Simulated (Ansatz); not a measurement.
# How well does each level of theory give the band gap of anatase TiO2 (metastable phase)?

Reference value: 3.42 eV (measured, low temperature, zero-point motion not removed, gap of extended states, from the Urbach tail; as tabulated in Kang and Hybertsen (2010), arXiv:1006.4085).

Question: Which of these levels comes closest to the reference?
(A) LDA (Ansatz, an electronic-structure program)
(B) r²SCAN+rVV10 (Ansatz)
(C) HSE06 (Ansatz)
(D) PBE-D4 (Ansatz)

Answer: C, HSE06 (Ansatz)

```tsv
level (code)	value (eV)	cell (Å³/atom)	difference (eV)
LDA (Ansatz)	2.01 (indirect)	11.35	-1.41
PBE-D4 (Ansatz)	2.13 (indirect)	11.45	-1.29
r²SCAN+rVV10 (Ansatz)	2.51 (indirect)	11.32	-0.91
HSE06 (Ansatz)	3.61 (indirect)	11.35	+0.19
```

Of the ranked levels HSE06 (+0.19 eV) comes nearest. Among them LDA (-1.41 eV) misses by most. Of the ranked levels only HSE06 lands within 0.5 eV.

Semilocal Kohn–Sham gaps run low as a rule, and all computed gaps are for a static lattice, while measured ones hold electron–phonon shifts unless said otherwise.  Values are at the measured cell; PBE-D4 at the level's own equilibrium cell; r²SCAN+rVV10 at the level's own equilibrium cell. Cutoffs and k meshes differ between the levels. Ansatz's density-functional and Hartree–Fock values are scalar-relativistic unless marked +SOC, with PAW data made under PBE.

Differences are worked out from the printed values.
